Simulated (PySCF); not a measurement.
C₂F₄, SMILES FC(F)=C(F)F (connectivity only; charge and spin as stated), charge +1, multiplicity 2. Atoms are numbered in the order given.

```xyz
6

F      0.0000     1.0804    -1.3504
C      0.0000     0.0000    -0.7098
F      0.0000    -1.0804    -1.3504
C      0.0000     0.0000     0.7098
F      0.0000    -1.0804     1.3504
F      0.0000     1.0804     1.3504
```
Charge +1, spin multiplicity 2.

Geometry optimised at PBE0-D3(BJ)/def2-SVP. The multiplicity is an assumed one; other spin states were not compared.

All values below come from TDA-M06-2X/def2-SVPD in PySCF.

Vertical excitations. The molecule is in vacuum.

Computed excitation energies, oscillator strengths and character:
| state | energy (eV) | λ (nm) | f | main pairs |
|---|---|---|---|---|
| root 1 | 6.11 | 203 | 0.232 | α HOMO→LUMO 96 % |
| root 2 | 6.29 | 197 | 0.001 | β HOMO→LUMO 97 % |
| root 3 | 6.83 | 182 | 0.000 | β HOMO−1→LUMO 95 % |
| root 4 | 7.39 | 168 | 0.000 | β HOMO−4→LUMO 93 % |
| root 5 | 7.57 | 164 | 0.000 | β HOMO−2→LUMO 92 % |
| root 6 | 7.72 | 161 | 0.074 | β HOMO−3→LUMO 91 % |
| root 7 | 8.37 | 148 | 0.000 | β HOMO−5→LUMO 91 % |
| root 8 | 8.38 | 148 | 0.000 | α HOMO→LUMO+3 89 % |
| root 9 | 8.46 | 146 | 0.024 | α HOMO→LUMO+1 94 % |
| root 10 | 9.25 | 134 | 0.098 | β HOMO−6→LUMO 92 % |
Unrestricted roots are not spin-pure.
